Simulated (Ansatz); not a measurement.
**AlBH₂ (triplet): from Hartree-Fock to the top rungs at scale of all distances = 2.403, 6-31G**

Aim: climb from Hartree-Fock through coupled cluster and multireference methods for AlBH₂ (triplet) at one geometry and basis, and see what each rung misses.

Computed with Ansatz 0.2.0, Gaussian basis. Level: 6-31G, core rule «outside noble gas», up to 6 orbitals frozen.

The runs, in order: UHF; CCSD(T) on ROHF; CCSD(T) on UHF; BCCD(T) on ROHF; CISD; CCSDT(Q) on ROHF; CCSDT(Q) on UHF; CISDTQ; CASSCF and MRCISD+Q, 4 electrons in 4 orbitals; CASSCF and NEVPT2, 4 electrons in 4 orbitals; CASSCF and MRCISD+Q, 8 electrons in 10 orbitals; CASSCF and NEVPT2, 8 electrons in 10 orbitals; Full CI.

17 further runs of the same task are left out: 16 that didn't finish, 1 set aside as unsound or not needed.

### 1 The geometry

The geometry derives from a PBE0/def2-TZVP stationary point (not a proven minimum). All distances are scaled together.

4 atoms, charge 0, spin multiplicity 3.

Atoms are counted from 1 here; the program's logs count them from 0.

No contacts short enough for the rule that draws bonds.

### 2 UHF

Contents of in.yaml:

```yaml
crystal:
  periodic: [false, false, false]
  atoms:
    - {symbol: B, position_ang: [0.000000, 0.000000, 2.526344]}
    - {symbol: Al, position_ang: [0.000000, 0.000000, -2.060534]}
    - {symbol: H, position_ang: [0.000000, 0.000000, 5.369304]}
    - {symbol: H, position_ang: [0.000000, 0.000000, -5.835114]}
basis:
  gaussian: {orbitals: 6-31G}
magnetization: {spin_polarized: true, initial_magnetization: 2}
hamiltonian: {xc: hf}
output: {orbitals: {seedname: orbitals}}
```

Run with:

```sh
> ansatz run in.yaml --threads 1 --pin off --events-out ev --progress --plain --max-ram 2393MiB
```

Further steps of the session: CCSD(T) on ROHF; CCSD(T) on UHF; BCCD(T) on ROHF; CISD; CCSDT(Q) on ROHF; CCSDT(Q) on UHF; CISDTQ; CASSCF and MRCISD+Q, 4 electrons in 4 orbitals; CASSCF and NEVPT2, 4 electrons in 4 orbitals; CASSCF and MRCISD+Q, 8 electrons in 10 orbitals; CASSCF and NEVPT2, 8 electrons in 10 orbitals; Full CI.

Q: Predict the results of all the runs planned. Wanted: FCI below the RHF energy; RMP2 from FCI; UMP2 from FCI; RCCSD from FCI; RCCSD(T) from FCI; UCCSD(T) from FCI; RCCSDT(Q) from FCI; UCCSDT(Q) from FCI; NEVPT2 pair from FCI.

As calculated:

```
                         quantity                                                                                                value
         FCI below the RHF energy                                                                                           -4.1355 eV
                    RMP2 from FCI                                                                                      +46.70 kcal/mol
                    UMP2 from FCI                                                                                      +25.95 kcal/mol
                   RCCSD from FCI                                                                                       +2.26 kcal/mol
                RCCSD(T) from FCI                                                                                       -0.16 kcal/mol
                UCCSD(T) from FCI                                                                                       +0.88 kcal/mol
               RCCSDT(Q) from FCI                                                                                       +0.10 kcal/mol
               UCCSDT(Q) from FCI                                                                                       -0.05 kcal/mol
             NEVPT2 pair from FCI                                                                                      +20.77 kcal/mol
          NEVPT2 valence from FCI                                                                                       +4.05 kcal/mol
        MRCISD+Q valence from FCI                                                                                       +0.06 kcal/mol
levels within 1 kcal/mol (43 meV)  RCCSD(T), UCCSD(T), BCCD(T), RCCSDT, UCCSDT, RCCSDT(Q), UCCSDT(Q), MRCISD valence, MRCISD+Q valence
                    T1 diagnostic                                                                                                0.065
   effectively unpaired electrons                                                                                                 3.20
```

**Reading.** RCCSD(T) lands -0.16 kcal/mol from the yardstick (0.2 % of the correlation energy). CCSD(T) misses by -0.16 kcal/mol on the restricted determinant and by +0.88 kcal/mol on the unrestricted one; the two need not hold the same state or core. RCCSD(T), UCCSDT(Q) fall below full CI: unrestricted runs freeze a spin-polarised core, another one than full CI's, and coupled cluster isn't variational. With 3.2 effectively unpaired electrons against 2 the state is strongly multireference. Coupled cluster on one determinant still stays close here. Of the multireference levels listed MRCISD+Q valence comes nearest in total energy (+0.06 kcal/mol), which doesn't show that its space is the better one. Coupled cluster took another determinant than the lowest Hartree-Fock one. These misses are within one basis, not against nature; the frozen cores of restricted and unrestricted runs differ, which can shift their rows.
